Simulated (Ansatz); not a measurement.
**SiH₃⁺, triplet in cc-pVDZ: errors against full CI**

Geometry: a point of a breathe scan, not a stationary point.

| atom | x (Å) | y (Å) | z (Å) |
| --- | --- | --- | --- |
| Si | 0.0000 | 0.0896 | -0.1042 |
| H | 0.0000 | -1.6226 | -1.0902 |
| H | 0.5817 | -0.4366 | 1.9970 |
| H | -0.5817 | -0.4366 | 1.9970 |

Basis cc-pVDZ; Ansatz 0.2.0. Only valence electrons are correlated (noble-gas cores frozen), which leaves 6 electrons in 28 orbitals. Prefix R: restricted or restricted open-shell reference; prefix U: unrestricted. Active spaces: pair = (4e, 4o) about the gap; valence = (6e, 7o) chosen from the atoms' valence shells.

Full CI is exact within this basis and frozen core; it isn't the basis-set limit. The frozen core follows each run's orbitals, which can shift R against U totals by a few meV.

For open shells CISD is restricted-active-space CI with the open shells as a complete middle space.

```
UHF ⟨S²⟩                          : 2.071
T1 diagnostic (RCCSD)             : 0.0514
largest doubles amplitude (RCCSD) : 0.086
T1 diagnostic (UCCSD)             : 0.0301
```

```csv
level,E − E(full CI) (meV),share of correlation (%),wall time
RHF,3329,0.00,–
UHF,3010,9.57,–
RMP2,1002,69.91,–
UMP2,989,70.28,–
CISD,237,92.87,0.75 s
RCCSD,99,97.02,–
UCCSD,96,97.11,–
RCCSD(T),30,99.10,1.8 s
UCCSD(T),30,99.09,1.8 s
BCCD(T),30,99.09,1.4 s
RCCSDT,3,99.91,–
UCCSDT,3,99.92,–
RCCSDT(Q),1,99.98,5.5 s
UCCSDT(Q),0,99.99,6 s
CASSCF (pair space),2559,23.14,–
MRCISD (pair space),196,94.10,–
MRCISD+Q (pair space),-34,101.03,1.4 s
CASSCF (valence space),1453,56.35,–
NEVPT2 (valence space),423,87.29,1.5 s
MRCISD (valence space),74,97.76,–
MRCISD+Q (valence space),22,99.34,2.2 s
```

The correlation energy at full CI, counted from RHF, is -3.329 eV. That run took 45 s on 1 thread of Arm Neoverse N1, shared host over 5,365,800 determinants.

Times hold each run's SCF and search for its determinant on a shared host, so for small cases they say little of a method's own cost; they ran on 1 thread of Arm Neoverse N1.

Not variational, and here over 5 meV under the exact energy: MRCISD+Q (pair space).

The full-CI state has the irrep A'' of Cs, in the program's axes.

Natural occupations of full CI about the gap: 1.931 1.896 0.994 0.980 0.057 0.051 0.039 0.009 0.009 0.007; effectively unpaired electrons, Σ n²(2−n)², 2.08.
